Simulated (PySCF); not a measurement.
dimethoxymethane: calculation against experiment

**What was measured.**

NIST CCCBDB Release 22 (SRD 101), experimental polarizabilities lists, for the gas: mean polarisability 7.7 Å³.

The results are set against them at the end.

Compound: dimethoxymethane, C₃H₈O₂.
Numbering: `[CH3:1][O:2][CH2:3][O:4][CH3:5]` (hydrogens: H6, H7, H8 on C1; H9, H10 on C3; H11, H12, H13 on C5)

Structure used (GFN2-xTB), in Å, numbered top down from 1:
```
atom  x, y, z in Å
C1    -1.850   -0.305   -0.165
O2    -0.922    0.372    0.658
C3     0.091    1.013   -0.053
O4     0.968    0.147   -0.704
C5     1.766   -0.617    0.176
H6    -2.359    0.400   -0.832
H7    -2.572   -0.768    0.503
H8    -1.358   -1.073   -0.770
H9     0.620    1.629    0.692
H10   -0.325    1.653   -0.846
H11    2.397    0.036    0.789
H12    1.150   -1.236    0.835
H13    2.390   -1.252   -0.450
```

Runs made with PySCF (gas phase, on this GFN2-xTB geometry; no spin–orbit coupling):

```tsv
level	job	basis functions	wall time
CAM-B3LYP/def2-SVPD	8 singlets by full TDDFT, 3 Tamm–Dancoff triplets, polarisability, density and orbital grids written	170	16 s
```

Hardware: x86-64 server, one thread (shared host).

Results beside the measurements:

**Mean polarisability.** Measured: 7.7 Å³ (NIST CCCBDB Release 22 (SRD 101), experimental polarizabilities).

```
              level  computed (Å³)  computed − measured (Å³)  % (from the printed values)
CAM-B3LYP/def2-SVPD           7.19                     -0.51                           -7
```

The computed values are static and purely electronic, with core orbitals frozen in the response (1 au = 0.148185 Å³). The table of measured values doesn't say here whether a value is static or optical, or holds a vibrational part. The measurement averages over conformers, the calculation has one.

The geometry is computed, not the measured one. Where a level misses, the cause wasn't examined.
